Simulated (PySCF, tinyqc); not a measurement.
A ladder of methods, and size consistency: correlation methods against full CI in the sto-3g basis, for HF, spin multiplicity 1. Computed by the program tinyqc with PySCF. Command: `OMP_NUM_THREADS=1 python tinyqc.py 113318 113319 out.jsonl`; one thread of a shared host (Intel(R) Xeon(R) Processor @ 2.60GHz), about 0.8 s.

Geometry (angstrom):
```
atom,x,y,z
F,0.0000,0.0000,0.0000
H,0.0000,0.0000,1.2770
```

RHF energy of one = -98.496836 hartree

All electrons correlated; +Q is the Davidson correction (1 - c0^2) E_corr. The last columns treat two copies 100 angstrom apart as one system. FCI is the lowest singlet.

Correlation energies (hartree):
```
method,E_corr of one,share of FCI (%),E_corr of two at 100 angstrom,two minus twice one (mhartree)
MP2,-0.038666,58.5433,-0.077333,0.0000
CISD,-0.066048,100.0000,-0.124334,7.7608
CISD+Q,-0.070424,106.6268,-0.138141,2.7075
CCSD,-0.066048,100.0000,-0.132095,0.0000
CCSD(T),-0.066048,100.0000,-0.132095,0.0000
FCI,-0.066048,100.0000,-,-
```

MP2 recovers 59 %, CISD 100.0 % and CCSD 100.0 % of the FCI value (c0^2 = 0.934 in CISD). MP2 and coupled cluster are size consistent, so their last column vanishes; CISD loses 7.76 mhartree, since a double excitation on each copy is a quadruple of the pair, and the Davidson correction leaves +2.71. With two electrons, or one virtual orbital, CISD and CCSD are exact for one copy, so +Q overshoots there. The restricted reference is unstable here: a spin-polarised solution lies 0.0055 hartree lower (PySCF), so results built on it describe a poor reference.
